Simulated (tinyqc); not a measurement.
Inside a calculation. Method: extended Hueckel theory, for LiF. Computed by tinyqc, a small Python program that keeps every step (integrals from PySCF). Settings: charge = 0, K = 1.5, weighted = 1, multiplicity = 1. Command: `OMP_NUM_THREADS=1 python tinyqc.py 22781 22782 out.jsonl` (the two numbers bound the seeds that draw the settings). One thread of a shared host (Intel(R) Xeon(R) Processor @ 2.60GHz), about 0.01 s of CPU time with the checks.

## Overlaps

Geometry (angstrom):
```
atom         x         y         z
Li    0.000000  0.000000  0.000000
F     0.000000  0.000000  1.832000
```

Parameters chosen for this run:
```
element  shell  Slater exponent   H_ii (eV)
F           2s         2.425000  -40.000000
F           2p         2.425000  -18.100000
Li          2s         0.650000   -5.400000
Li          2p         0.650000   -3.500000
```

Slater orbitals, each expanded in six Gaussians scaled to its exponent.

overlap S, order 1Li 2s, 1Li 2px, 1Li 2py, 1Li 2pz, 2F 2s, 2F 2px, 2F 2py, 2F 2pz:
$$\begin{pmatrix}
1.000000 & 0.000000 & 0.000000 & 0.000000 & 0.239002 & 0.000000 & 0.000000 & -0.071443 \\
0.000000 & 1.000000 & 0.000000 & 0.000000 & 0.000000 & 0.104646 & 0.000000 & 0.000000 \\
0.000000 & 0.000000 & 1.000000 & 0.000000 & 0.000000 & 0.000000 & 0.104646 & 0.000000 \\
0.000000 & 0.000000 & 0.000000 & 1.000000 & 0.372264 & 0.000000 & 0.000000 & -0.093687 \\
0.239002 & 0.000000 & 0.000000 & 0.372264 & 1.000000 & 0.000000 & 0.000000 & 0.000000 \\
0.000000 & 0.104646 & 0.000000 & 0.000000 & 0.000000 & 1.000000 & 0.000000 & 0.000000 \\
0.000000 & 0.000000 & 0.104646 & 0.000000 & 0.000000 & 0.000000 & 1.000000 & 0.000000 \\
-0.071443 & 0.000000 & 0.000000 & -0.093687 & 0.000000 & 0.000000 & 0.000000 & 1.000000
\end{pmatrix}$$

## Wolfsberg-Helmholz matrix

diagonal H_ii (eV): 1Li 2s -5.400000, 1Li 2px -3.500000, 1Li 2py -3.500000, 1Li 2pz -3.500000, 2F 2s -40.000000, 2F 2px -18.100000, 2F 2py -18.100000, 2F 2pz -18.100000

K = 1.500000

H_ij = K' S_ij (H_ii + H_jj)/2 for i != j (the diagonal keeps H_ii), with K' = K + D^2 + D^4 (1 - K), D = (H_ii - H_jj)/(H_ii + H_jj), K = 1.5.

H (eV), order 1Li 2s, 1Li 2px, 1Li 2py, 1Li 2pz, 2F 2s, 2F 2px, 2F 2py, 2F 2pz:
$$\begin{pmatrix}
-5.400000 & 0.000000 & 0.000000 & 0.000000 & -10.374044 & 0.000000 & 0.000000 & 1.468545 \\
0.000000 & -3.500000 & 0.000000 & 0.000000 & 0.000000 & -2.093667 & 0.000000 & 0.000000 \\
0.000000 & 0.000000 & -3.500000 & 0.000000 & 0.000000 & 0.000000 & -2.093667 & 0.000000 \\
0.000000 & 0.000000 & 0.000000 & -3.500000 & -15.838906 & 0.000000 & 0.000000 & 1.874408 \\
-10.374044 & 0.000000 & 0.000000 & -15.838906 & -40.000000 & 0.000000 & 0.000000 & 0.000000 \\
0.000000 & -2.093667 & 0.000000 & 0.000000 & 0.000000 & -18.100000 & 0.000000 & 0.000000 \\
0.000000 & 0.000000 & -2.093667 & 0.000000 & 0.000000 & 0.000000 & -18.100000 & 0.000000 \\
1.468545 & 0.000000 & 0.000000 & 1.874408 & 0.000000 & 0.000000 & 0.000000 & -18.100000
\end{pmatrix}$$

## Orbitals

valence electrons = 8

Solve H C = S C e through S^(-1/2); fill by pairs from the bottom, a degenerate level sharing its electrons equally; each orbital has its largest coefficient positive (the first on a tie).

orbital energies (eV): [-40.042736, -18.103351, -18.102720, -18.102720, -4.905234, -3.293397, -3.293397, 6.653448]

occupations: [2.000000, 2.000000, 2.000000, 2.000000, 0.000000, 0.000000, 0.000000, 0.000000]

coefficients, order 1Li 2s, 1Li 2px, 1Li 2py, 1Li 2pz, 2F 2s, 2F 2px, 2F 2py, 2F 2pz:
$$\begin{pmatrix}
0.022990 & -0.010732 & 0.000000 & 0.000000 & 0.884118 & 0.000000 & 0.000000 & 0.544420 \\
0.000000 & 0.000000 & 0.001726 & 0.013517 & 0.000000 & 0.737268 & 0.683610 & 0.000000 \\
0.000000 & 0.000000 & 0.013517 & -0.001726 & 0.000000 & -0.683610 & 0.737268 & 0.000000 \\
0.025310 & -0.008219 & 0.000000 & 0.000000 & -0.469002 & 0.000000 & 0.000000 & 0.982717 \\
0.984618 & 0.006379 & 0.000000 & 0.000000 & -0.044546 & 0.000000 & 0.000000 & -0.525422 \\
0.000000 & 0.000000 & 0.126455 & 0.990442 & 0.000000 & -0.087090 & -0.080751 & 0.000000 \\
0.000000 & 0.000000 & 0.990442 & -0.126455 & 0.000000 & 0.080751 & -0.087090 & 0.000000 \\
0.003624 & 0.998389 & 0.000000 & 0.000000 & 0.024628 & 0.000000 & 0.000000 & 0.141915
\end{pmatrix}$$

sum of one-electron energies = -188.703053 eV

Within a degenerate level the vectors are fixed only up to a rotation; this is one choice.

## Mulliken analysis

P = C n C^T; charge = valence electrons (F 7, Li 1) minus the sum of (P S)_ii on the atom; overlap population = 2 sum P_ij S_ij between two atoms.

charges: 1Li 0.958516, 2F -0.958516

Overlap populations:
```
pair     value
2-1   0.076074
```
